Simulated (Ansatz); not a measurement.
C3H7NS can be A, `N/C=C/CS`, or B, `CN(C)C=S`.

Gas-phase electronic energies from Ansatz, PBE0-D4/def2-TZVP geometries. CCSD(T)/CBS adds triple-zeta CCSD(T) − MP2 to the extrapolated MP2 energy (def2 sets, frozen cores). Functionals use def2-TZVPP. B3LYP here is the variant with VWN-RPA as its local correlation; programs differ in this. Each species was taken in one conformer, which may not be the lowest.

A:

Z-matrix (Å, degrees):
```
C
S 1 1.833
C 1 1.483 2 109.4
H 1 1.092 2 107.5 3 121.1
H 1 1.091 2 109.2 3 -121.2
H 2 1.344 1 97.5 3 -164.9
C 3 1.335 1 122.7 2 -107.9
H 3 1.087 1 117.2 2 69.2
N 7 1.378 3 126.6 1 174.7
H 7 1.087 3 119.4 1 -1.8
H 9 1.007 7 116.2 3 15.7
H 9 1.006 7 116.2 3 152.3
```

B:

```xyz
12

C     1.0255   -0.7034    0.5295
N    -0.1482   -0.0349    0.0278
C     0.0828    1.1140   -0.8109
C    -1.3839   -0.4529    0.3101
S    -1.8412   -1.7312    1.2284
H     0.7087   -1.5273    1.1672
H     1.6390   -0.0035    1.1046
H     1.6244   -1.0906   -0.3007
H     0.6422    1.8820   -0.2672
H    -0.8694    1.5348   -1.1319
H     0.6610    0.8344   -1.6976
H    -2.1410    0.1786   -0.1593
```

(1) Which is lower in electronic energy at CCSD(T)/CBS, and by how much? (Estimate.)

(2) Give E(B) − E(A) in kJ/mol with ωB97M-V, HF/def2-TZVPP, CCSD(T)/def2-TZVPP, B3LYP, MP2/def2-TZVPP, B2PLYP, r2SCAN-D4. (An estimate is asked.)

Largest T1 diagnostic: 0.015.

Results:

(1) Computed: B, by 24.1 kJ/mol.

(2) The calculation gave: ωB97M-V -23.7, HF/def2-TZVPP -16.9, CCSD(T)/def2-TZVPP -28.1, B3LYP -28.1, MP2/def2-TZVPP -32.6, B2PLYP -31.5, r2SCAN-D4 -34.0. None reverses the order clearly.

The D4 term adds −3.1 kJ/mol with B3LYP and −1.6 kJ/mol with PBE0; it sums over pairs of atoms, weighted by their polarisabilities, and B3LYP, whose exchange is more repulsive, gets the larger term. In def2-TZVPP, CCSD(T) changes the Hartree–Fock value by −11.2 kJ/mol (the triples alone add −5.4 kJ/mol) and MP2 by −15.7 kJ/mol.
